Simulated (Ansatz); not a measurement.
A made-up structure of AlH3ClO (charge +1), singlet:

```xyz
6
angstrom
O -0.6569 0.1128 -0.6467
Al 0.6326 0.0519 0.6971
Cl 1.4022 -1.8293 0.6447
H 1.9231 -2.9818 1.0561
H -1.2066 0.8773 -0.8778
H 0.6975 1.4274 1.4034
```

It is relaxed with PBE-D4/def2-SVP and then PBE0-D4/def2-TZVP (Ansatz 0.2.0). Atoms count as bonded within 1.22 times the sum of their covalent radii (H–H: 0.88 Å). The end point is not checked to be a true minimum.

(1) Does its bonding change? (Judge from chemistry; the calculation decides.)

Results:

(1) Computed: No: no bond forms or breaks.

Where it ends: The first stage lowers the energy by 2.20 eV in 12 steps. It ends as AlH₃ClO ([OH][AlH][ClH]), total charge +1:
| atom | x (Å) | y (Å) | z (Å) |
| --- | --- | --- | --- |
| O1 | -0.6412 | 0.1582 | -0.6521 |
| Al2 | 0.4213 | 0.1496 | 0.5899 |
| Cl3 | 1.1314 | -2.0642 | 0.3479 |
| H4 | 1.9919 | -2.1543 | 1.3134 |
| H5 | -1.2595 | 0.7355 | -1.0970 |
| H6 | 1.1482 | 0.8335 | 1.7747 |

Labels in which every atom is bracketed show which atoms are joined, not bond orders.

For scale, one of the runs: PBE0-D4/def2-TZVP relaxation, 123 basis functions, launched by `ansatz run in.yaml --threads 2 --pin off --events-out ev --progress --plain --max-ram 4352MiB`. The run took about 17 s on 2 CPU threads of an Arm Neoverse V2 (shared host).
